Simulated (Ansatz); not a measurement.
**CH3AlO (SMILES [CH3][Al]=[O]) at PBE/aug-cc-pVDZ**

What is the vertical ionisation energy of CH3AlO at PBE/aug-cc-pVDZ? 

The results are computed with Ansatz 0.2.0.

61 further runs of the same task are left out: 8 that didn't finish, 53 set aside as unsound or not needed. Runs told in other sessions of the task aren't counted.

## Step 1: The molecule

The species is CH3AlO (6 atoms), meant as a singlet with charge 0. As SMILES, `[CH3][Al]=[O]`. Geometry: relaxed at PBE0-D4/def2-TZVP.

Bond lengths: C1–Al2 1.935 Å, Al2–O3 1.596 Å, C1–H4 1.092 Å, C1–H5 1.092 Å, C1–H6 1.092 Å. Angles: C1–Al2–O3 180.0°, Al2–C1–H4 110.5°, Al2–C1–H5 110.5°, Al2–C1–H6 110.5°, H4–C1–H5 108.4°, H4–C1–H6 108.4°, H5–C1–H6 108.4°.

## Step 2: A single-point energy at PBE/aug-cc-pVDZ

Contents of input.yaml:

```yaml
crystal:
  periodic: [false, false, false]
  atoms:
    - {symbol: C, position_ang: [-0.412500, 0.498200, -0.315400]}
    - {symbol: Al, position_ang: [0.696700, -0.841400, 0.532500]}
    - {symbol: O, position_ang: [1.611700, -1.946300, 1.232100]}
    - {symbol: H, position_ang: [0.065200, 1.479100, -0.263900]}
    - {symbol: H, position_ang: [-1.383600, 0.560900, 0.180800]}
    - {symbol: H, position_ang: [-0.577400, 0.249400, -1.366100]}
basis:
  gaussian:
    orbitals: aug-cc-pVDZ
magnetization:
  spin_polarized: false
hamiltonian:
  xc: pbe
accuracy: high
output: {orbitals: {seedname: orbitals}}
```

Run with:

```sh
ansatz run input.yaml --threads 1 --pin off --max-ram 3480MiB --events-out events.jsonl --progress --plain --runs-dir runs
```

Standard output:

```text
Warning: RAYON_NUM_THREADS=1 ignored (pool sized by the plan → 1); use --threads N
Functional definition: PBE
  name "PBE"
  parameter kappa = 0.804
  parameter beta = 0.06672455060314922
  exchange = pbe_x(kappa = kappa, mu = beta*pi^2/3)
  correlation = pbe_c(beta = beta)
1876 factors; integrals over basis functions are off by at most 3.5e-9 eV
mean field evaluation 1: about -9699.7711 eV, gradient 1.0e2 eV
mean field evaluation 2: about -9506.9396 eV, gradient 1.9e2 eV
mean field evaluation 4: about -9715.0999 eV, gradient 5.4e1 eV
mean field evaluation 8: about -9722.6427 eV, gradient 2.5e0 eV
mean field evaluation 16: about -9722.6519 eV, gradient 1.0e-4 eV
mean field -9722.65194597 eV, -357.3008687642 hartree, gradient 6.4e-8 eV, S^2 0.000000; 0 other end points of the search recorded, 0 dependent functions left out
reference -9722.65195232 eV, -357.3008689977 hartree; 15, 15 occupied and 85, 85 virtual orbitals, 1876 factors
Total energy: -9722.65195232 eV, -357.3008689977 hartree
```

It took 6.9 s on 1 thread of Intel Xeon Platinum 8259CL at 2.50GHz (Skylake/Cascade Lake), shared host; peak memory 0.26 GiB.

## Step 3: The doublet cation

Edit input.yaml of step 2 so:

```diff
@@ -12,7 +12,10 @@
     orbitals: aug-cc-pVDZ
+total_charge: 1
 magnetization:
-  spin_polarized: false
+  spin_polarized: true
+  initial_magnetization: 1
 hamiltonian:
-  xc: pbe
+  xc: {name: PBE}
 accuracy: high
-output: {orbitals: {seedname: orbitals}}
+output:
+  orbitals: {seedname: orbitals}
```

Run with:

```sh
ansatz run input.yaml --threads 1 --pin off --max-ram 3480MiB --events-out events.jsonl --progress --plain --runs-dir runs
```

Standard output:

```text
Warning: RAYON_NUM_THREADS=1 ignored (pool sized by the plan → 1); use --threads N
Functional definition: PBE
  name "PBE"
  parameter kappa = 0.804
  parameter beta = 0.06672455060314922
  exchange = pbe_x(kappa = kappa, mu = beta*pi^2/3)
  correlation = pbe_c(beta = beta)
1876 factors; integrals over basis functions are off by at most 3.5e-9 eV
mean field evaluation 1: about -9677.4616 eV, gradient 8.7e1 eV
mean field evaluation 2: about -9444.4722 eV, gradient 1.4e2 eV
mean field evaluation 4: about -9706.7627 eV, gradient 3.5e1 eV
mean field evaluation 8: about -9712.8417 eV, gradient 2.5e-1 eV
mean field evaluation 16: about -9712.8375 eV, gradient 3.6e-5 eV
mean field evaluation 32: about -9712.8283 eV, gradient 1.4e0 eV
mean field evaluation 64: about -9712.8370 eV, gradient 6.4e-2 eV
mean field evaluation 96: about -9712.8364 eV, gradient 2.2e-1 eV
mean field -9712.83751238 eV, -356.9401949822 hartree, gradient 9.9e-9 eV, S^2 0.752417; 6 other end points of the search recorded, 0 dependent functions left out
reference -9712.83751965 eV, -356.9401952493 hartree; 15, 14 occupied and 85, 86 virtual orbitals, 1876 factors
Total energy: -9712.83751965 eV, -356.9401952493 hartree
```

Wall time 2.8 min (1 thread of Intel Xeon Platinum 8259CL at 2.50GHz (Skylake/Cascade Lake), shared host); peak memory 0.35 GiB.

## Step 4: Summary of results

Level: PBE/aug-cc-pVDZ.

| quantity | value |
| --- | --- |
| singlet CH3AlO: total energy | -357.30087 Eh |
| singlet CH3AlO: HOMO energy | -6.01 eV |
| singlet CH3AlO: LUMO energy | -2.36 eV |
| singlet CH3AlO: HOMO–LUMO gap | 3.65 eV |
| doublet cation: total energy | -356.94020 Eh |
| doublet cation: HOMO energy (highest over α and β) | -14.41 eV |
| doublet cation: LUMO energy (lowest over α and β) | -13.72 eV |
| doublet cation: ⟨S²⟩ | 0.752 |
| vertical ionisation energy (to the doublet cation) | 9.814 eV |

In words: Removing an electron at fixed nuclei costs 9.81 eV (226 kcal/mol). −ε(HOMO) before ionisation, 6.01 eV, is 3.80 eV below this ionisation energy.
